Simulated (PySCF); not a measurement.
PySCF job for H2S, SMILES S, PBE0/pcJ-2. Geometry: PBE0-D3(BJ)/def2-TZVPD.

```python
import numpy as np
from pyscf import gto, scf, dft
from pyscf.prop.ssc import rks as ssc

mol = gto.M(
    atom='''
    S     0.00000000    0.00000000    0.10331038
    H     0.00000000   -0.96727721   -0.82648306
    H     0.00000000    0.96727720   -0.82648306
    ''',
    basis='pcJ-2',
    charge=0,
    spin=0,
    max_memory=1600,
    verbose=3,
)
mf = dft.RKS(mol, xc='pbe0')
mf.grids.level = 3
mf.conv_tol = 1e-10
mf.max_cycle = 100
mf.kernel()
j = ssc.SSC(mf)
j.with_fcsd = True
j.max_cycle_cphf = 80
j.conv_tol = 1e-7
e11 = j.kernel()
```

It prints:

```
converged SCF energy = -398.41943908008
Reduced spin-spin coupling constant K (Hz)
               #0        #1        #2
        0 S    0.00000
        1 H    9.28417   0.00000
        2 H    9.28428  -0.39947   0.00000
Spin-spin coupling constant J (Hz)
               #0        #1        #2
        0 S    0.00000
        1 H   22.25840   0.00000
        2 H   22.25868 -12.46354   0.00000
```

The calculation finished and met its thresholds.

Cost: very roughly 10 core-seconds.
